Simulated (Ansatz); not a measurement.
[AlFH3]- (AlH3F⁻). Charge -1, multiplicity 1. Geometry PBE0-D4/def2-TZVPD, basis def2-TZVPD, Ansatz.

```json
{"run": "A", "HOMO (eV)": "-2.31", "LUMO (eV)": "4.14"}
{"run": "B", "HOMO (eV)": "-5.46", "LUMO (eV)": "5.10"}
{"run": "C", "HOMO (eV)": "-1.36", "LUMO (eV)": "4.59"}
{"run": "D", "HOMO (eV)": "-4.56", "LUMO (eV)": "4.51"}
{"run": "E", "HOMO (eV)": "-2.15", "LUMO (eV)": "3.96"}
{"run": "F", "HOMO (eV)": "-3.74", "LUMO (eV)": "4.49"}
```

B3LYP takes the VWN-RPA correlation.

Q: The runs used B3LYP, CAM-B3LYP, HF, PBE0, r2SCAN, ωB97M-V. Estimate which is which.

A: A PBE0 (25 % exact exchange); B HF (100 % exact exchange); C r2SCAN (0 % exact exchange); D ωB97M-V (range-separated); E B3LYP (20 % exact exchange); F CAM-B3LYP (range-separated). Exact exchange lowers occupied and raises empty levels; among semilocal functionals meta-GGAs tend to open the gap a little, and such runs are hard to tell apart. The gap grows from 5.95 eV (r2SCAN) to 10.55 eV (HF).
